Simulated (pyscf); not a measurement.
Four-centre exchange: `[NH2][B]([Cl])[Cl]` + `[FH]` -> `[NH3]` + `[F][B]([Cl])[Cl]`

Gas phase, singlet surface, charge 0. Bonds broken: N1–B2, F7–H8. Bonds formed: N1–H8, B2–F7. PySCF, gas phase, ωB97X-D3(BJ)/def2-SVP geometries. MP2 and CC: frozen core, UHF for open shells. ΔMP2 is the change of the MP2 total energy from the triple- to the quadruple-zeta basis.

Transition state (Å):

```xyz
8

N     -0.3765     0.1554     0.3729
B     -1.3192    -0.1644    -0.7636
Cl    -1.5768    -1.8904    -1.1150
Cl    -2.6514     0.9854    -1.0320
H     -0.0719    -0.6426     0.9262
H     -0.6592     0.9286     0.9712
F     -0.0088     0.3564    -1.8395
H      0.3206     0.4503    -0.8226
```

One imaginary mode, 767i cm⁻¹; descent along it reached the two sides named, in the forms told below.

```tsv
bond	change	reactant side (Å)	saddle	product side
N1–B2	breaks	1.413	1.511	1.658
F7–H8	breaks	0.935	1.073	2.368
N1–H8	forms	1.901	1.415	1.024
B2–F7	forms	2.9	1.774	1.368
```

Electronic energies relative to the separated reactants (kcal/mol):

| level | barrier | reaction energy | reverse barrier |
|---|---|---|---|
| ωB97X-D3(BJ)/def2-TZVP | 12.6 | -2.4 | 15.1 |
| PBE/def2-TZVP | 9.8 | -3.5 | 13.2 |
| r²SCAN/def2-TZVP | 10.3 | -4.1 | 14.3 |
| B3LYP-D3(BJ)/def2-TZVP | 13.9 | -2.9 | 16.8 |
| PBE0-D3(BJ)/def2-TZVP | 11.3 | -1.8 | 13.1 |
| M06-2X/def2-TZVP | 12.9 | -2.3 | 15.2 |
| ωB97M-D3(BJ)/def2-TZVP | 12.4 | -2.8 | 15.3 |
| HF/def2-TZVP | 28.1 | -4.9 | 33.0 |
| MP2/def2-QZVPP | 14.6 | -0.3 | 14.9 |
| CCSD/def2-TZVPP | 17.3 | -2.4 | 19.7 |
| CCSD(T)/def2-TZVPP | 15.1 | -2.2 | 17.3 |
| CCSD(T)/def2-TZVPP + ΔMP2(QZVPP) | 15.7 | -1.6 | 17.2 |

With CCSD(T)/def2-TZVPP + ΔMP2(QZVPP) energies and thermal terms (ideal gas, 1 atm, RRHO with modes under 100 cm⁻¹ raised to 100, one conformer, R ln 2 for chiral ones without a mode under 150 cm⁻¹), in kcal/mol:

```tsv
T (K)	ΔH‡	ΔG‡	ΔH	ΔG
298	14.8	25.1	-1.4	-2.3
600	14.4	35.8	-2.0	-2.9
900	14.5	46.5	-2.6	-3.2
1200	14.8	57.1	-3.0	-3.3
```

On the product side the descent ends in an adduct with a B–N contact, 24.9 kcal/mol under the separated species and 39.9 kcal/mol under the saddle at ωB97X-D3(BJ)/def2-TZVP. What is counted as broken (B–N) persists as a longer contact in the product adduct; parting that adduct is a step of its own. One saddle was located; it need not be the lowest between these sides. The CCSD(T) − MP2 part came from Ansatz, without density fitting, on the same reference.
